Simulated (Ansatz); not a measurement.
**CH₂S: basis-set convergence**

Aim: see how fast density functionals and correlated methods converge with the basis set for CH₂S.

Program: Ansatz 0.2.0, Gaussian basis. Level of theory: one geometry, several basis sets. These are calculated values, not measurements.

Levels to be run: PBE0-D4/def2-SVP; ωB97M-V/def2-SVP; PBE0-D4/def2-QZVPP; ωB97M-V/def2-QZVPP; CCSD(T)/cc-pV(D+d)Z; CCSD(T)/cc-pV(T+d)Z; CCSD(T)/cc-pV(Q+d)Z; the functionals' def2-TZVPP values are taken from earlier runs.

1 further run of the same task is left out (it didn't finish).

## (1) The geometry

An earlier PBE0-D4 in a triple-zeta def2 set relaxation fixed the geometry.

4 atoms, charge 0, spin multiplicity 1.

Atoms are counted from 1 here; the program's logs count them from 0.

Bond lengths: C1–S2 1.599 Å, C1–H3 1.090 Å, C1–H4 1.090 Å. Angles: S2–C1–H3 122.2°, S2–C1–H4 122.2°, H3–C1–H4 115.6°.

## (2) PBE0-D4 in def2-SVP

The input, in.yaml:

```yaml
crystal:
  periodic: [false, false, false]
  atoms:
    - {symbol: C, position_ang: [-0.082163, -0.048418, -0.045267]}
    - {symbol: S, position_ang: [1.322794, 0.439292, 0.542738]}
    - {symbol: H, position_ang: [-0.961738, -0.180333, 0.585656]}
    - {symbol: H, position_ang: [-0.223392, -0.270841, -1.103427]}
basis:
  gaussian: {orbitals: def2-SVP}
hamiltonian: {xc: pbe0, dispersion: d4}
output: {orbitals: {seedname: orbitals}}
```

Started as:

```sh
$ ansatz run in.yaml --threads 2 --pin off --events-out ev --progress --plain --max-ram 4352MiB
```

After this run come: ωB97M-V in def2-SVP; PBE0-D4 in def2-QZVPP; ωB97M-V in def2-QZVPP; CCSD(T) in cc-pV(D+d)Z; CCSD(T) in cc-pV(T+d)Z; CCSD(T) in cc-pV(Q+d)Z.

Before running them: what should the planned runs give, taken together? Wanted: MP2 correlation recovered, cc-pV(D+d)Z; MP2 correlation recovered, cc-pV(T+d)Z; MP2 correlation recovered, cc-pV(Q+d)Z; CCSD(T) limit from def2 sets; PBE0-D4: double and triple zeta above quadruple; ωB97M-V: double and triple zeta above quadruple.

The runs gave:

```
                                                                 quantity          value
                                   MP2 correlation recovered, cc-pV(D+d)Z         70.9 %
                                   MP2 correlation recovered, cc-pV(T+d)Z         88.8 %
                                   MP2 correlation recovered, cc-pV(Q+d)Z         95.4 %
CCSD(T) limit from def2 sets (earlier runs) less the limit of this series        -53 meV
                          PBE0-D4: double and triple zeta above quadruple  5.39, 0.39 eV
                          ωB97M-V: double and triple zeta above quadruple  5.43, 0.38 eV
```

What this shows: For PBE0-D4 the step from double to triple zeta gains 5.00 eV and the next only 0.39 eV. Correlation climbs from 71 % (cc-pV(D+d)Z) to 95 % (cc-pV(Q+d)Z) of the limit; Hartree-Fock is 0.052 eV from its own by then. A limit from the def2 sets, made apart, differs by 53 meV, a least measure of the doubt on such a limit. Total energies overstate the basis error of differences, where much of it tends to cancel.
